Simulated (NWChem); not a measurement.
Molecule: water (H2O); SMILES O

Computed with NWChem. Pople sets run with spherical d functions. Geometry: optimised at B3LYP/6-31G* (spherical d). Level: B3LYP/6-31G* with SMD (1 M gas to 1 M solution), gas-phase geometry.

**Question.** What does the run give for solvent water? Quantities: solvation free energy (kcal/mol); cavity-dispersion-structure term (kcal/mol); dipole in solution (D).

**Answer.** 
```json
{
 "solvation free energy (kcal/mol)": "-8.4",
 "cavity-dispersion-structure term (kcal/mol)": "1.5",
 "dipole in solution (D)": "2.48"
}
```
